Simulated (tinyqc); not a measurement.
Inside a calculation (part 2 of 2). Method: UKS/B3LYP (VWN-RPA form) in the sto-3g basis, for LiH+, spin multiplicity 2. Computed by tinyqc, a small Python program that keeps every step (integrals from PySCF). Command: `OMP_NUM_THREADS=1 python tinyqc.py 31628 31629 out.jsonl` (the two numbers bound the seeds that draw the settings). One thread of a shared host (Intel(R) Xeon(R) Processor @ 2.60GHz), about 2 s of CPU time with the checks.

Geometry (angstrom):
```
atom,x,y,z
Li,0.0000,0.0000,0.0000
H,0.0000,0.0000,1.9990
```

## Iteration 6 (converged): orbitals

converged F(alpha) (hartree):
```
,1Li 1s,1Li 2s,1Li 2px,1Li 2py,1Li 2pz,2H 1s
1Li 1s,-2.2683,-0.6224,0.0000,0.0000,0.0003,-0.0756
1Li 2s,-0.6224,-0.4511,0.0000,0.0000,-0.0618,-0.2384
1Li 2px,0.0000,0.0000,-0.1855,0.0000,0.0000,0.0000
1Li 2py,0.0000,0.0000,0.0000,-0.1855,0.0000,0.0000
1Li 2pz,0.0003,-0.0618,0.0000,0.0000,-0.2630,-0.3051
2H 1s,-0.0756,-0.2384,0.0000,0.0000,-0.3051,-0.5525
```

converged F(beta) (hartree):
```
,1Li 1s,1Li 2s,1Li 2px,1Li 2py,1Li 2pz,2H 1s
1Li 1s,-2.2665,-0.6233,0.0000,0.0000,-0.0008,-0.0759
1Li 2s,-0.6233,-0.4325,0.0000,0.0000,-0.0285,-0.1680
1Li 2px,0.0000,0.0000,-0.1869,0.0000,0.0000,0.0000
1Li 2py,0.0000,0.0000,0.0000,-0.1869,0.0000,0.0000
1Li 2pz,-0.0008,-0.0285,0.0000,0.0000,-0.2168,-0.1965
2H 1s,-0.0759,-0.1680,0.0000,0.0000,-0.1965,-0.1793
```

X:
```
,1Li 1s,1Li 2s,1Li 2px,1Li 2py,1Li 2pz,2H 1s
1Li 1s,1.0234,-0.1303,0.0000,0.0000,-0.0070,0.0179
1Li 2s,-0.1303,1.0670,0.0000,0.0000,0.0608,-0.1855
1Li 2px,0.0000,0.0000,1.0000,0.0000,0.0000,0.0000
1Li 2py,0.0000,0.0000,0.0000,1.0000,0.0000,0.0000
1Li 2pz,-0.0070,0.0608,0.0000,0.0000,1.0837,-0.2563
2H 1s,0.0179,-0.1855,0.0000,0.0000,-0.2563,1.1263
```

Diagonalise F' = X^T F X, C = X C', fill 2 alpha and 1 beta electrons from the bottom; D(s) = C_occ C_occ^T. Each column has its largest component positive (the first on a tie).

F' = X^T F X (alpha) (hartree):
```
,1,2,3,4,5,6
1,-2.2195,-0.3188,0.0000,0.0000,-0.0008,0.0057
2,-0.3188,-0.3095,0.0000,0.0000,-0.0057,-0.1140
3,0.0000,0.0000,-0.1855,0.0000,0.0000,0.0000
4,0.0000,0.0000,0.0000,-0.1855,0.0000,0.0000
5,-0.0008,-0.0057,0.0000,0.0000,-0.1780,-0.1694
6,0.0057,-0.1140,0.0000,0.0000,-0.1694,-0.4635
```

orbital energies (alpha) (hartree): MO1 -2.2714, MO2 -0.5772, MO3 -0.2352, MO4 -0.1855, MO5 -0.1855, MO6 -0.0867

coefficients C (alpha):
```
,MO1,MO2,MO3,MO4,MO5,MO6
1Li 1s,0.9893,-0.0863,-0.2642,0.0000,0.0000,-0.0940
1Li 2s,0.0418,0.2000,0.9801,0.0000,0.0000,0.4373
1Li 2px,0.0000,0.0000,0.0000,0.8098,-0.5866,0.0000
1Li 2py,0.0000,0.0000,0.0000,0.5866,0.8098,0.0000
1Li 2pz,0.0026,0.2015,-0.3257,0.0000,0.0000,1.0475
2H 1s,-0.0044,0.8274,-0.2502,0.0000,0.0000,-0.7885
```

F' = X^T F X (beta) (hartree):
```
,1,2,3,4,5,6
1,-2.2172,-0.3211,0.0000,0.0000,-0.0042,0.0031
2,-0.3211,-0.3009,0.0000,0.0000,0.0115,-0.1062
3,0.0000,0.0000,-0.1869,0.0000,0.0000,0.0000
4,0.0000,0.0000,0.0000,-0.1869,0.0000,0.0000
5,-0.0042,0.0115,0.0000,0.0000,-0.1572,-0.1495
6,0.0031,-0.1062,0.0000,0.0000,-0.1495,-0.0753
```

orbital energies (beta) (hartree): MO1 -2.2697, MO2 -0.3256, MO3 -0.2213, MO4 -0.1869, MO5 -0.1869, MO6 0.0659

coefficients C (beta):
```
,MO1,MO2,MO3,MO4,MO5,MO6
1Li 1s,0.9891,-0.2019,-0.1901,0.0000,0.0000,0.0974
1Li 2s,0.0425,0.6713,0.7106,0.0000,0.0000,-0.4859
1Li 2px,0.0000,0.0000,0.0000,0.2103,0.9776,0.0000
1Li 2py,0.0000,0.0000,0.0000,0.9776,-0.2103,0.0000
1Li 2pz,0.0029,0.3842,-0.6642,0.0000,0.0000,-0.8093
2H 1s,-0.0053,0.3870,-0.2238,0.0000,0.0000,1.0813
```

D(alpha) after iteration 6:
```
,1Li 1s,1Li 2s,1Li 2px,1Li 2py,1Li 2pz,2H 1s
1Li 1s,0.9861,0.0240,0.0000,0.0000,-0.0148,-0.0758
1Li 2s,0.0240,0.0417,0.0000,0.0000,0.0404,0.1653
1Li 2px,0.0000,0.0000,0.0000,0.0000,0.0000,0.0000
1Li 2py,0.0000,0.0000,0.0000,0.0000,0.0000,0.0000
1Li 2pz,-0.0148,0.0404,0.0000,0.0000,0.0406,0.1667
2H 1s,-0.0758,0.1653,0.0000,0.0000,0.1667,0.6846
```

D(beta) after iteration 6:
```
,1Li 1s,1Li 2s,1Li 2px,1Li 2py,1Li 2pz,2H 1s
1Li 1s,0.9783,0.0420,0.0000,0.0000,0.0029,-0.0052
1Li 2s,0.0420,0.0018,0.0000,0.0000,0.0001,-0.0002
1Li 2px,0.0000,0.0000,0.0000,0.0000,0.0000,0.0000
1Li 2py,0.0000,0.0000,0.0000,0.0000,0.0000,0.0000
1Li 2pz,0.0029,0.0001,0.0000,0.0000,0.0000,0.0000
2H 1s,-0.0052,-0.0002,0.0000,0.0000,0.0000,0.0000
```

Within a degenerate level the vectors are fixed only up to a rotation; this is one choice.

## Convergence

Stop when the energy changes by less than 1e-08 hartree and every element of the error matrix X^T (F D S - S D F) X (for each spin) is below 3e-05.

Course of the cycle:
```
iteration,E (hartree),change,largest element of the error matrix
1,-7.646251,-,1.08e-01
2,-7.674441,-2.82e-02,4.36e-03
3,-7.674522,-8.14e-05,4.21e-04
4,-7.674524,-1.58e-06,6.16e-05
5,-7.674524,-2.61e-08,1.52e-06
6,-7.674524,-1.11e-11,2.20e-08
```

PySCF UKS in the same basis, fine grid, after a stability check = -7.673149 hartree

Converged in 6 iterations. The coarse grid moves the energy by -1.37e-03 hartree.

## Populations, bond orders and dipole

overlap S:
```
,1Li 1s,1Li 2s,1Li 2px,1Li 2py,1Li 2pz,2H 1s
1Li 1s,1.0000,0.2411,0.0000,0.0000,0.0000,0.0277
1Li 2s,0.2411,1.0000,0.0000,0.0000,0.0000,0.2989
1Li 2px,0.0000,0.0000,1.0000,0.0000,0.0000,0.0000
1Li 2py,0.0000,0.0000,0.0000,1.0000,0.0000,0.0000
1Li 2pz,0.0000,0.0000,0.0000,0.0000,1.0000,0.4220
2H 1s,0.0277,0.2989,0.0000,0.0000,0.4220,1.0000
```

Mulliken: Z minus the diagonal of D S on the atom; Loewdin: the same with S^(1/2) D S^(1/2); Mayer order: 2 sum_s sum (D(s) S)_ij (D(s) S)_ji over the two atoms.

Charges (e):
```
atom,Mulliken,Loewdin,Mulliken spin
1Li,0.8021,0.7602,0.1975
2H,0.1979,0.2398,0.8025
```

Mayer bond orders:
```
pair,order
2-1,0.3169
```

dipole moment about the origin, x y z (debye): 0.0000  0.0000  0.7611

<S^2> of the determinant (pure state: 0.75) = 0.7500
